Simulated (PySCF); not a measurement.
# C4H7F (CH2=CHCHFCH3): the cost of one run

Programs: PySCF 2.14.0, with density-fitted response routines of our own. Each step states its level of theory. These are calculated values for one molecule, in the gas phase or a continuum, unless marked as measured. Atoms are numbered from 0 throughout.

## Step 1: The starting structure

12 atoms, charge 0, multiplicity 1; geometry from: GFN2-xTB. The atoms were then displaced at random by about 0.01 Å, so the start is not that level's minimum.

Bonds of the start (Å): C0–C1 1.33, C1–C2 1.51, C2–C3 1.48, C2–F4 1.38, C0–H5 1.06, C0–H6 1.09, C1–H7 1.08, C2–H8 1.10, C3–H9 1.09, C3–H10 1.13, C3–H11 1.08.

## Step 2: Relaxing the molecule at PBE0-D3(BJ)/def2-TZVP

The job: settings as JSON, then the geometry in Å.

```
{"job": {"xc": "PBE0", "basis": "def2-TZVP", "d3": "d3bj", "grid": 2, "shake": 0.01, "kind": "geom"}, "charge": 0, "multiplicity": 1}
C      1.942440     0.371670    -0.072760
C      0.868270    -0.380110    -0.288420
C     -0.401920    -0.355320     0.526540
C     -1.547420     0.123710    -0.284970
F     -0.237070     0.475570     1.616870
H      2.793010     0.352900    -0.704080
H      1.953550     1.101900     0.735720
H      0.862470    -1.083170    -1.103690
H     -0.577880    -1.346590     0.973350
H     -1.762000    -0.563640    -1.096670
H     -2.474770     0.157700     0.357120
H     -1.378980     1.117120    -0.668030
```

The run is started by

```sh
OMP_NUM_THREADS=1 python probes_run.py task.json out
```

The driver reads the jobs from task.json and runs them one after another.

**Question.** How long does this first job take on 1 thread of Arm Neoverse V1, shared host, and how much memory does it need?

About 2 min, with a peak of 0.74 GiB.
